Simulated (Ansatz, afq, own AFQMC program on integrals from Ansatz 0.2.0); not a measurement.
**CH4Br, doublet: AFQMC among the cluster methods**

```
atom    x (Å)    y (Å)    z (Å)
   C  -2.5137   0.0000   0.0000
   H  -2.8769   1.0273   0.0000
   H  -2.8769  -0.5137   0.8897
   H  -2.8769  -0.5137  -0.8897
   H  -1.3107   0.0000   0.0000
  Br   0.5033   0.0000   0.0000
```

Connectivity, by distances: CH3 ··· Br, 1 bridging H.

Basis cc-pVTZ. Only valence electrons are correlated. AFQMC by an in-house program on the Cholesky factors that Ansatz 0.2.0 writes for its CCSD(T) run. The CISD trial takes its coefficients from CCSD amplitudes. Released means that phaseless walkers are propagated on without the constraint, phases kept. Uncertainties: one standard error, sampling alone. No spin–orbit coupling.

Determinant: UHF, the one that the program's search chose, which needn't be the lowest solution. The geometry is a point of a scan.

No full CI on the walks' own integrals is used here. The released AFQMC energy serves as the reference, which it does only where one determinant dominates, the energy is flat over the last release times and near the phaseless one (40 meV or 2 meV an electron, half that with transition metals). On small molecules, where full CI could be run and the noise was under 10 meV, such values lay within 10 meV of it in 19 cases of 20, a flattering rate, since the rule was set on those same cases; what remains of the bias isn't in the error bar.

Cautions: no relativity below Rb; no spin-orbit coupling; inner d shell frozen; the released value is read at 1.50 1/Eh (meV from the phaseless value at times in 1/Eh: -17 ± 8 at 0.24, -22 ± 5 at 0.51, -20 ± 6 at 0.99, -25 ± 6 at 1.50).

- T1 diagnostic: 0.0109
- weight of the determinant in the CISD state: 0.862
- ⟨S²⟩ of the determinant: 0.774
- size of the correlated space: 15 electrons in 114 orbitals

| level | correlation energy (eV) |
| --- | --- |
| MP2 | -9.4132 |
| CCSD | -10.4536 |
| CCSD(T) | -10.8066 |

**Question.** Estimate where AFQMC with the constraint released lies against CCSD(T) on the same integrals.

**Answer.** 1.05 ± 0.13 kcal/mol below CCSD(T).

Reference: AFQMC with the constraint released, correlation energy -10.852 ± 0.006 eV.

```tsv
level	E − E(reference) (kcal/mol)	share of correlation (%)
CCSD(T)	1.05 ± 0.13	99.58
ph-AFQMC/CISD	0.58 ± 0.19	99.77
```

A walk keeps the symmetry of its determinant, which the program's search chose and which needn't be the lowest solution, so a lower state of the same spin and another symmetry isn't excluded. Released energies are given only where the last usable release times agree within the noise; a slower fall can still hide under it.
